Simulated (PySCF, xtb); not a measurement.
C₂F₄, SMILES FC(F)=C(F)F.

Harmonic wavenumbers (cm⁻¹) from GFN2-xTB (xtb 6.7.1) at its own minimum, in rising order: 169, 186, 352, 396, 415, 481, 506, 769, 1124, 1223, 1250, 1820.

Question: What does B3LYP-D3(BJ)/def2-SVP run with PySCF give at its own minimum? (The exact figures need the calculation; the answer reports its results.)

Answer: 198, 210, 401, 419, 532, 553, 560, 807, 1211, 1370, 1381, 1927. Paired by order, the mean absolute difference is 73 cm⁻¹ and the zero-point energies are 12.4 and 13.7 kcal/mol.
